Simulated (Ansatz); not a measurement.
# Relaxing caesium (bcc)

All numbers below come from DFT, revPBE, plane waves (420 eV) with PAW, scalar-relativistic (Ansatz 0.2.0). The PAW files were generated under PBE, with cores re-solved for the functional.

k-point mesh 8×8×8, Fermi-Dirac smearing 0.1 eV, no spin polarisation. Cell and atoms relax.

Starting structure:

```xyz
1
Lattice="-3.0225 3.0225 3.0225 3.0225 -3.0225 3.0225 3.0225 3.0225 -3.0225" Properties=species:S:1:pos:R:3 pbc="T T T"
Cs    0.0000    0.0000    0.0000
```

Question: The pressure at the start is 0.3 GPa. By how much does the volume change?

Answer: From 110.45 to 128.81 Å³ per atom, 16.6 %. The final cell has a = 6.363 Å.

Question: How much energy does the relaxation gain?

Answer: 17.9 meV per atom.

Path of the relaxation (the plane waves are chosen anew near the end, which can shift the energy a little):

```
step  E − E(final) (meV/atom)  V (Å³/atom)  P (GPa)  max force (eV/Å)
   0                    17.93      110.448     0.34             0.000
   1                    15.29      111.751     0.31             0.000
   2                     0.41      126.426     0.04             0.000
   3                     0.09      128.814     0.01             0.000
   4                     0.00      128.814     0.01             0.000
```

This functional, with no dispersion term, lets the cell expand far past the measured one.
